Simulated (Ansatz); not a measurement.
# C2H6F: the cost of one run

Method: the levels named in each step, in Ansatz 0.2.0.

### 1 Starting point

Bond lengths: C2–C3 1.470 Å, F1–H4 0.932 Å, C2–H5 1.072 Å, C2–H6 1.072 Å, C3–H7 1.098 Å, C3–H8 1.089 Å, C3–H9 1.090 Å. Angles: C2–C3–H7 111.6°, C2–C3–H8 111.3°, C2–C3–H9 111.2°, H7–C3–H8 106.6°, H7–C3–H9 106.5°, H8–C3–H9 109.4°, C3–C2–H5 120.7°, C3–C2–H6 120.5°, H5–C2–H6 118.4°.

As a file:

```xyz
9

F     1.8583   -1.2676   -0.7953
C    -1.3867    1.4146    1.0868
C    -1.2470    0.3665    0.0660
H     2.7247   -1.1376   -1.1144
H    -0.9306    2.3755    0.9501
H    -1.8427    1.1958    2.0324
H    -0.3396   -0.2321    0.2218
H    -1.1691    0.7948   -0.9324
H    -2.0860   -0.3281    0.0969
```

### 2 A rough first relaxation, PBE-D4/def2-SVP

This run stands in another session on the same molecule. It ended at:

```xyz
9

F     1.6693   -0.3229   -0.3286
C    -0.5558    0.8488    0.8713
C    -1.2830    0.1744   -0.2366
H     1.0943    0.2188    0.2056
H    -0.3972    1.9402    0.8552
H    -0.4583    0.3524    1.8518
H    -1.0262   -0.9022   -0.3012
H    -1.0716    0.6400   -1.2199
H    -2.3902    0.2323   -0.0856
```

### 3 Relaxation, r2SCAN-D4/def2-TZVPP

Contents of input.yaml:

```yaml
crystal:
  periodic: [false, false, false]
  atoms:
    - { symbol: F, position_ang: [1.66931316, -0.32292402, -0.32863765] }
    - { symbol: C, position_ang: [-0.5558352, 0.84875713, 0.87127517] }
    - { symbol: C, position_ang: [-1.28299524, 0.1744262, -0.2365772] }
    - { symbol: H, position_ang: [1.09434301, 0.21883308, 0.20563606] }
    - { symbol: H, position_ang: [-0.39717742, 1.94023532, 0.855161] }
    - { symbol: H, position_ang: [-0.45831429, 0.35235495, 1.85175969] }
    - { symbol: H, position_ang: [-1.02617867, -0.90215553, -0.3012076] }
    - { symbol: H, position_ang: [-1.07155621, 0.6399833, -1.21993606] }
    - { symbol: H, position_ang: [-2.39021914, 0.23230956, -0.08560342] }
magnetization:
  spin_polarized: true
  initial_magnetization: 1
basis:
  gaussian: { orbitals: def2-TZVPP }
hamiltonian:
  xc: r2scan
  dispersion: d4
relax:
  f_tol: 0.002
  max_steps: 150
```

Launch:

```console
$ ansatz run input.yaml --threads 4 --pin off --max-ram 10240MiB --backend cpu --events-out ev --progress --plain --runs-dir out
```

Q: Estimate wall time and peak memory on 4 threads of Arm Neoverse V1, shared host.

About 39 s, with a peak of 0.36 GiB.
